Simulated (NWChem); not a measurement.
System: methanol (CH$_{4}$O); SMILES CO

All runs: NWChem. Pople sets run with spherical d functions. Each level has its own optimisation. Computed dipoles belong to the equilibrium geometry; the measured one is vibrationally averaged.

Measured dipole moment: 1.70 D (NIST CCCBDB, as tabulated in the package chemicals).

```json
[
 {"level": "Hartree-Fock/STO-3G", "dipole moment (D)": "1.51", "computed − measured": "-0.19"},
 {"level": "Hartree-Fock/3-21G", "dipole moment (D)": "2.12", "computed − measured": "+0.42"},
 {"level": "Hartree-Fock/6-31G*", "dipole moment (D)": "1.86", "computed − measured": "+0.16"},
 {"level": "B3LYP/6-31G*", "dipole moment (D)": "(withheld)", "computed − measured": "(withheld)"},
 {"level": "LDA (Slater exchange, VWN5)/def2-SVP", "dipole moment (D)": "1.57", "computed − measured": "-0.13"},
 {"level": "PBE/def2-SVP", "dipole moment (D)": "(withheld)", "computed − measured": "(withheld)"},
 {"level": "BLYP/def2-SVP", "dipole moment (D)": "1.54", "computed − measured": "-0.16"},
 {"level": "PBE0/def2-SVP", "dipole moment (D)": "1.64", "computed − measured": "-0.06"}
]
```

Problem. Fill in the missing entries.

Solution. 
- B3LYP/6-31G*, dipole moment (D): 1.68
- B3LYP/6-31G*, computed − measured: -0.02
- PBE/def2-SVP, dipole moment (D): 1.55
- PBE/def2-SVP, computed − measured: -0.15
